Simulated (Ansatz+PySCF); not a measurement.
## singlet CHO₂(-): levels of theory in one basis

```xyz
4

C     0.0000    0.0000   -0.3053
O     0.0000    1.1320    0.2066
O     0.0000   -1.1320    0.2066
H     0.0000    0.0000   -1.4730
```

Basis set: def2-SVP (spherical functions). Frozen core: 3 orbitals. Charge -1, multiplicity 1.

Computed with Ansatz (development build ahead of 0.2.0); each method stands on the lowest determinant of its kind that the runs found. NEVPT2 correlates all electrons. Active spaces start from the frontier orbitals, and the lowest solution found is given.

```
        method  E − E(RHF) (eV)  <S²> of the determinant
           RHF             0.00                     0.00
       RHF-MP2           -13.53                        –
      RHF-CCSD           -13.74                        –
   RHF-CCSD(T)           -14.16                        –
   CASSCF(4,3)            -0.64                        –
   CASSCF(2,2)            -0.56                        –
SC-NEVPT2(4,3)           -13.98                        –
```

Task: What does SC-NEVPT2(2,2) give on the same scale?

Result: -13.61 eV. NEVPT2 here correlates all electrons, so it doesn't share the others' frozen core.

Task: Is a single determinant a sound starting point here?

Result: By this sign, yes. Unrestricted orbitals gain 0.00 eV and <S²> is 0.00 against 0.00 for a pure state. The CASSCF(4,3) natural occupations are 1.99, 1.96, 0.04. The CASSCF(2,2) natural occupations are 1.96, 0.04.

Caution: no diffuse functions for an anion. Caution for CASSCF(4,3), CASSCF(2,2), SC-NEVPT2(4,3): other starts end on other solutions of this active space.
